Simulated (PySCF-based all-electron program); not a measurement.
CH4Mg, singlet: all-electron forces

All-electron Kohn–Sham DFT on the free molecule, computed near the basis limit with an in-house program on PySCF integrals; Koelling–Harmon scalar relativity, no spin–orbit coupling, spin-restricted. Forces are good to about 0.018 eV/Å. Atoms are numbered as listed.

Shape A:

```
atom    x (Å)    y (Å)    z (Å)
  Mg   0.0000   0.0000   0.0000
   C   0.0000   0.0000   2.0980
   H   0.0000   0.0000  -1.7200
   H   1.0232   0.0000   2.5072
   H  -0.5116   0.8861   2.5072
   H  -0.5116  -0.8861   2.5072
```

PBE forces:

| atom | Fx | Fy | Fz (eV/Å) |
| --- | --- | --- | --- |
| Mg1 | 0.000 | 0.000 | 0.051 |
| C2 | 0.000 | 0.000 | -0.014 |
| H3 | 0.000 | 0.000 | 0.012 |
| H4 | -0.038 | 0.000 | -0.016 |
| H5 | 0.019 | -0.033 | -0.016 |
| H6 | 0.019 | 0.033 | -0.016 |

Problem. What forces does HSE06 give in shape A?

Solution. The forces move by 0.166 eV/Å (r.m.s. over the atoms) from PBE.

```json
{"atom": "Mg1", "Fx": "0.000", "Fy": "0.000", "Fz (eV/Å)": "0.086"}
{"atom": "C2", "Fx": "0.000", "Fy": "0.000", "Fz (eV/Å)": "0.080"}
{"atom": "H3", "Fx": "0.000", "Fy": "0.000", "Fz (eV/Å)": "0.103"}
{"atom": "H4", "Fx": "-0.246", "Fy": "0.000", "Fz (eV/Å)": "-0.090"}
{"atom": "H5", "Fx": "0.123", "Fy": "-0.213", "Fz (eV/Å)": "-0.090"}
{"atom": "H6", "Fx": "0.123", "Fy": "0.213", "Fz (eV/Å)": "-0.090"}
```

Shape B:

```csv
atom,x (Å),y (Å),z (Å)
Mg,0.0000,0.0000,0.0000
C,0.0000,0.0000,2.3078
H,0.0000,0.0000,-1.7200
H,1.0232,0.0000,2.7170
H,-0.5116,0.8861,2.7170
H,-0.5116,-0.8861,2.7170
```

Against shape A, Mg1–C2 goes from 2.098 to 2.308 Å.

PBE forces:

```tsv
atom	Fx	Fy	Fz (eV/Å)
Mg1	0.000	0.000	1.340
C2	0.000	0.000	-0.961
H3	0.000	0.000	0.051
H4	-0.020	0.000	-0.143
H5	0.010	-0.017	-0.143
H6	0.010	0.017	-0.143
```

Problem. What forces does HSE06 give in shape B?

Solution. The forces move by 0.167 eV/Å (r.m.s. over the atoms) from PBE.

| atom | Fx | Fy | Fz (eV/Å) |
| --- | --- | --- | --- |
| Mg1 | 0.000 | 0.000 | 1.400 |
| C2 | 0.000 | 0.000 | -0.898 |
| H3 | 0.000 | 0.000 | 0.149 |
| H4 | -0.230 | 0.000 | -0.217 |
| H5 | 0.115 | -0.200 | -0.217 |
| H6 | 0.115 | 0.200 | -0.217 |

Shape C:

```xyz
6

Mg    0.0000    0.0000    0.0000
C     0.0000    0.0000    1.8882
H     0.0000    0.0000   -1.7200
H     1.0232    0.0000    2.2974
H    -0.5116    0.8861    2.2974
H    -0.5116   -0.8861    2.2974
```

Against shape A, Mg1–C2 goes from 2.098 to 1.888 Å.

PBE forces:

```
atom      Fx      Fy  Fz (eV/Å)
 Mg1   0.000   0.000     -2.944
  C2   0.000   0.000      2.637
  H3   0.000   0.000     -0.048
  H4  -0.062   0.000      0.119
  H5   0.031  -0.054      0.119
  H6   0.031   0.054      0.119
```

Problem. What forces does HSE06 give in shape C?

Solution. The forces move by 0.171 eV/Å (r.m.s. over the atoms) from PBE.

```csv
atom,Fx,Fy,Fz (eV/Å)
Mg1,0.000,0.000,-2.957
C2,0.000,0.000,2.788
H3,0.000,0.000,0.038
H4,-0.269,0.000,0.043
H5,0.135,-0.233,0.043
H6,0.135,0.233,0.043
```
